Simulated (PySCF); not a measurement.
P4H4: core ionisation energies

P4H4.
Bonds: P1–P2, P2–P3, P3–P4, P1–P4. Hydrogens: H5 on P1; H6 on P2; H7 on P3; H8 on P4.

Method used: delta-SCF UKS SCAN, pcX-2 on the ionised atom, pcseg-1 elsewhere, spin-free X2C (PySCF 2.14.0). Binding energies are ΔSCF values: E(core-ionised, relaxed orbitals) − E(ground state) at a fixed geometry, referred to the vacuum level.

**Question.** Give the core binding energies atom by atom.

**Answer.** 
| atom(s) | environment | level | binding energy (eV) | 2p1/2 (eV) | count |
| --- | --- | --- | --- | --- | --- |
| P1 | three-coordinate phosphorus | P 1s | 2149.90 | – | 1 |
| P1 | three-coordinate phosphorus | P 2p3/2 | 136.39 | 137.28 | 1 |

**Question.** Express the binding energy of P 1s of P1 in atomic units and per mole.

**Answer.** 2149.90 eV = 79.0074 Eh = 207434 kJ/mol.

**Question.** What is the longest wavelength that can ionise P 1s of P1 vertically?

**Answer.** λ = hc/E = 12398.42 eV Å / 2149.90 eV = 5.767 Å.

The list is incomplete; no value stands for P 1s of P2, P3, P4 or P 2p of P2, P3, P4. 2p3/2 and 2p1/2 are the ΔSCF energy of one spin-free 2p hole plus the eigenvalues of a spin–orbit and ligand-field matrix of the shell. 2p1/2 minus 2p3/2 (ligand field included): P 0.89 eV. Isolated species at its GFN2-xTB geometry, gas phase.
